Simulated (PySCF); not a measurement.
Identify the compound

Molecular formula: C5H7F. Simulated spectra:

¹H NMR (400 MHz, computed): δ 2.22 (s, 1H), 1.56 (m, 6H).

¹³C{¹H} NMR (computed): δ 91.1 (C), 89.4 (C), 78.5 (CH), 31.5 (CH3, 2C).

Computational details: shielding tensors at B97-2/pcSseg-2 (GIAO), geometry: PBE0-D3(BJ)/def2-TZVP, in PySCF (gas phase, a single conformation, no relativistic terms, rapidly exchanging positions averaged).

Referencing at the same level of theory: TMS for ¹H (σ = 31.64 ppm) and ¹³C (σ = 185.38 ppm).

**Question.** Deduce the structure.

**Answer.** 
- The formula gives 2 degrees of unsaturation (no ring in the answer).
- 4 carbon signals for 5 carbons: some carbons are equivalent by symmetry or fast rotation.
- Carbon types of the structure: 2 × C, 1 × CH, 2 × CH3, which accounts for all hydrogens.
- δC 91.1: propargylic fully substituted sp3 carbon bonded to F; the inductive effect lowers its shielding.
- δC 89.4: alkyne carbon; the triple bond shields along its axis, which puts it between sp3 and sp2 carbons.
- δC 78.5: terminal alkyne carbon; the triple bond shields along its axis, which puts it between sp3 and sp2 carbons.
- δC 31.5: methyl carbon; saturated and bonded to C and H only.
- δH 2.22: hydrogen on a terminal alkyne carbon; it lies on the axis of the triple bond, in its shielding cone.
- δH 1.56: hydrogen on a methyl carbon.

Structure: HC≡CCF(CH3)2 (C#CC(C)(C)F).

The shifts were computed for this structure.

Splittings by ¹⁹F in the carbon and heteronuclear signals aren't shown, as no couplings were computed. Shifts are as computed. Against solution values, carbons near 30 ppm lie about +3 ppm off and those near 130 ppm about +7 ppm. Of 1211 compounds with measured shifts, 218 miss one by over three times the rms of a fit or turn the order of signals round; such compounds aren't used in these exercises. No couplings were computed; multiplicities are counted from neighbouring protons, with m where these are inequivalent, close in shift, in a saturated or five-membered ring or joined by F or P, and br s for small geminal =CH2 splittings.
